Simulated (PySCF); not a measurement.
phosphine cation (H₃P), SMILES P (connectivity only; charge and spin as stated), charge +1, multiplicity 2. Atoms are numbered in the order given.

```xyz
4

P      0.0000     0.0000     0.0622
H     -1.1826    -0.6828    -0.3109
H      0.0000     1.3655    -0.3109
H      1.1826    -0.6828    -0.3109
```
Charge +1, spin multiplicity 2.

The structure is a stationary point at PBE-D3(BJ)/def2-TZVPD. The multiplicity is an assumed one; other spin states were not compared.

Method: TDA-PBE0/def2-TZVPD run with PySCF.

Vertical excitations; the highest root listed may be one member of a degenerate set. Isolated molecule, no solvent.

```
state    energy (eV)  λ (nm)      f                                                                                                                    main pairs
-------  -----------  ------  -----  ----------------------------------------------------------------------------------------------------------------------------
root 1          5.65     219  0.002                                                                                                  β HOMO→LUMO (degenerate set)
root 2          5.65     219  0.002                                                                                                β HOMO−1→LUMO (degenerate set)
root 3          7.42     167  0.002                                                                                                              α HOMO→LUMO 96 %
root 4          7.54     165  0.019                                                                                                α HOMO→LUMO+1 (degenerate set)
root 5          7.54     165  0.019                                                                                                α HOMO→LUMO+2 (degenerate set)
root 6          9.90     125  0.000               α HOMO−1→LUMO, α HOMO−2→LUMO+1, α HOMO−1→LUMO+2, β HOMO→LUMO+1, β HOMO−1→LUMO+3, β HOMO→LUMO+2 (degenerate set)
root 7          9.90     125  0.000             α HOMO−2→LUMO, α HOMO−1→LUMO+1, α HOMO−2→LUMO+2, β HOMO−1→LUMO+1, β HOMO→LUMO+3, β HOMO−1→LUMO+2 (degenerate set)
root 8         10.07     123  0.037  α HOMO→LUMO+3 26 %, α HOMO−2→LUMO+2 17 %, α HOMO−1→LUMO+1 17 %, β HOMO−1→LUMO+2 14 %, β HOMO→LUMO+3 14 %, β HOMO−2→LUMO 10 %
root 9         10.18     122  0.128                                                                    α HOMO→LUMO+3 68 %, β HOMO−1→LUMO+2 5 %, β HOMO→LUMO+3 5 %
root 10        10.46     119  0.023                                                                    α HOMO→LUMO+4 84 %, β HOMO−1→LUMO+3 6 %, β HOMO→LUMO+2 6 %
```
Unrestricted roots are not spin-pure.
